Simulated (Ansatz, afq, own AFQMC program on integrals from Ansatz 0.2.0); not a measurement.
Integrals from Ansatz 0.2.0, then the random walk in our own AFQMC program (afq).

```yaml
crystal:
  periodic: [false, false, false]
  atoms:
    - {symbol: Ge, position_ang: [0.000000, -0.129738, 1.872949]}
    - {symbol: C, position_ang: [0.000000, -0.313467, -0.539064]}
    - {symbol: H, position_ang: [0.000000, 0.443205, -1.333886]}
basis:
  gaussian: {orbitals: cc-pVDZ}
magnetization: {spin_polarized: true, initial_magnetization: 3}
correlation: {method: ccsd_t, electrons: outside_noble_gas, hamiltonian_folder: ham}
```

```sh
$ ansatz run in.yaml --threads 1 --pin off --events-out ev --progress --plain --max-ram 1382MiB
```

Options of the walk:

```
--method free --trial cisd --walkers 60 --time-step 0.03 --max-blocks 80 --target-error 0.00036 --factor-cut 1e-05 --seed 8957 --times 0,0.3,0.6,1.2,1.8,2.4,3.6,4.8,6 --taylor-order 8
```

Times are imaginary, in 1/Eh. The walk had a cap of 671 s. Filled inner d shells are frozen with the cores.

```
orbitals 31  electrons 6 3  factors 222 of 506
reference energy -2113.62036137 Eh
CCSD correlation -0.17572269 Eh in 16 cycles, weight of the determinant in the CISD state 0.8610
repeat  energy at the last time / Eh  error
    10  -2113.805251  0.002181
    20  -2113.804692  0.001649
    30  -2113.804977  0.001691
    40  -2113.804594  0.001455
    50  -2113.804031  0.001289
    60  -2113.804244  0.001105
    70  -2113.804015  0.000967
    80  -2113.804119  0.000872
time / (1/Eh)  energy / Eh  error  mean overlap
  0.00  -2113.796051  0.000108  1.1617
  0.30  -2113.799609  0.000136  1.1653
  0.60  -2113.801386  0.000205  1.1688
  1.20  -2113.803055  0.000219  1.1675
  1.80  -2113.803604  0.000236  1.1732
  2.40  -2113.803637  0.000330  1.1944
  3.60  -2113.804395  0.000412  1.1914
  4.80  -2113.804613  0.000577  1.1860
  6.00  -2113.804119  0.000872  1.1369
energy -2113.804119 +/- 0.000872 Eh
```

Question: Estimate how long the walk took on 1 thread of Arm Neoverse V1, on a shared host.

Answer: 3.3 min of wall time.

The run passed its tests (error under three times the target), which doesn't prove that it has relaxed.

Against this walk (error 23.7 meV) on the same determinant: CCSD(T) 53.1 meV higher, CCSDT(Q) 18.9 meV lower (within the noise). The error is statistical, and a free projection of finite length keeps a remainder of its start.

Cautions: remainder of the start not in the error; error above the target (23.7 against 9.8 meV); no relativity below Rb; no spin-orbit coupling; inner d shell frozen; lower spins were not checked; higher spins were not checked; raised T1 diagnostic (T1 0.041, weight of the determinant 0.86, largest double 0.07).

CCSDT and higher add their correlation energy to the determinant of the CCSD(T) run, since their own runs factorise the integrals more tightly (a shift of under 2 meV). A walk keeps the symmetry of its determinant, which the program's search chose and which needn't be the lowest solution, so a lower state of the same spin and another symmetry isn't excluded.
